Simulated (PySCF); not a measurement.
**C₄H₇F: geometry, NMR shifts, spin-spin couplings, electronic excitations and core binding energies**

Aim: predict the NMR shifts, spin-spin couplings, electronic excitations and core binding energies of C₄H₇F (`C=CCCF`).

Programs: PySCF 2.14.0, with density-fitted response routines of our own. Each step states its level of theory. These are calculated values for one molecule in the gas phase, unless marked as measured. Atoms are numbered from 0 throughout.

**1. The molecule as given**

12 atoms, charge 0, multiplicity 1; geometry from: MMFF94s. The atoms were then displaced at random by about 0.03 Å, so the start is not that level's minimum.

Bonds of the start (Å): C0–C1 1.25, C1–C2 1.47, C2–C3 1.64, C3–F4 1.36, C0–H5 1.10, C0–H6 1.16, C1–H7 1.07, C2–H8 1.04, C2–H9 1.09, C3–H10 0.98, C3–H11 1.15.

**2. Relaxing the molecule at PBE0-D3(BJ)/def2-SVP**

The job: settings as JSON, then the geometry in Å.

```
{"job": {"xc": "PBE0", "basis": "def2-SVP", "d3": "d3bj", "grid": 1, "shake": 0.03, "kind": "geom"}, "charge": 0, "multiplicity": 1}
C     -1.941010     0.064520    -0.100300
C     -0.822600    -0.442730    -0.307600
C      0.421530     0.324970    -0.482930
C      1.603690    -0.049340     0.592170
F      1.879860    -1.367730     0.377740
H     -2.907430    -0.453620    -0.019290
H     -2.094220     1.212520    -0.057070
H     -0.691080    -1.498670    -0.370690
H      0.884580     0.127800    -1.391910
H      0.292350     1.404210    -0.374630
H      2.371570     0.560110     0.549140
H      1.118240     0.035210     1.636370
```

Run with:

```bash
OMP_NUM_THREADS=1 python probes_run.py task.json out
```

This one command runs all jobs of the session in turn.

**Question.** This job is followed by: GIAO PBE0/pcSseg-1 NMR shielding, non-relativistic, gas phase; B3LYP/pcJ-1 indirect spin-spin coupling, non-relativistic, gas phase; TDDFT CAM-B3LYP/def2-SVPD, vertical, gas phase, core orbitals frozen in the response; GIAO PBE0/pcSseg-2 NMR shielding, non-relativistic, gas phase; delta-SCF UKS SCAN, pcX-2 on the ionised atom, pcseg-1 elsewhere, spin-free X2C. Predict these results of the whole session: point group; rotational constants (main isotopes); ¹³C shifts against TMS (PBE0/pcSseg-1); ¹H shifts against TMS (PBE0/pcSseg-1, means over atoms taken as alike); ¹⁹F shifts against CFCl3 (PBE0/pcSseg-1); surface potential, 1st and 99th percentile; largest coupling of the table (B3LYP/pcJ-1); lowest singlet (CAM-B3LYP/def2-SVPD); lowest triplet; vertical ionisation energy (ΔSCF); C1s binding energies, SCAN/pcX-2; F1s binding energies, SCAN/pcX-2; range of the shift of C1.

**Answer**, as computed:

```
                                                              quantity                                          value
                                                           point group                                             C1
                                  rotational constants (main isotopes)                          13.03, 2.67, 2.42 GHz
                                ¹³C shifts against TMS (PBE0/pcSseg-1)                   144.9, 123.7, 84.7, 39.7 ppm
¹H shifts against TMS (PBE0/pcSseg-1, means over atoms taken as alike)               6.41, 5.40, 5.37, 4.43, 2.23 ppm
                              ¹⁹F shifts against CFCl3 (PBE0/pcSseg-1)                                     -241.1 ppm
                                 surface potential, 1st and 99th percentile                             -1.06 V and 0.95 V
                           largest coupling of the table (B3LYP/pcJ-1)                       ¹J(C,F) C3–F4, -235.2 Hz
                                  lowest singlet (CAM-B3LYP/def2-SVPD)                    7.35 eV (169 nm), f = 0.303
                                                        lowest triplet                                        4.36 eV
                                     vertical ionisation energy (ΔSCF)                                        9.94 eV
                                      C1s binding energies, SCAN/pcX-2  C3 293.09, C2 291.11, C1 290.67, C0 290.30 eV
                                      F1s binding energies, SCAN/pcX-2                                   F4 692.41 eV
                                              range of the shift of C1                             144.9 to 149.7 ppm
```

What this shows: The start was shaken at random, so part of the energy gained undoes that. The optimisation took 9 steps and gained 1.101 eV; among the close pairs (by a distance rule), C2–C3 changed most, from 1.641 to 1.515 Å. The most deshielded carbon is C1 (alkene CH), at 144.9 ppm: as expected for a trigonal carbon in a double bond. At PBE0/pcSseg-1: The widest tensor belongs to C1: span 253 ppm, with a paramagnetic part of -217 ppm. Of the pairs tabulated at B3LYP/pcJ-1, C3–F4 couples most strongly (-235.2 Hz; Fermi contact -282.2 Hz). Couplings across rotatable bonds belong to this one conformer; where others are populated, the observed values are averages, and the simulated multiplets take (2 J gauche + J anti)/3 across rotating chain bonds. The lowest singlet, at 7.35 eV, is HOMO→LUMO 0.83, HOMO→LUMO+2 0.08 and is bright. The lowest triplet lies 2.99 eV below the lowest singlet (triplets in Tamm-Dancoff, singlets in full TDDFT). The orbital energy would give 8.95 eV for ionisation, ΔSCF gives 9.94 eV. C3 (sp3 CH2 bonded to F) binds its C1s electron 2.79 eV more tightly than C0 (terminal =CH2 carbon).
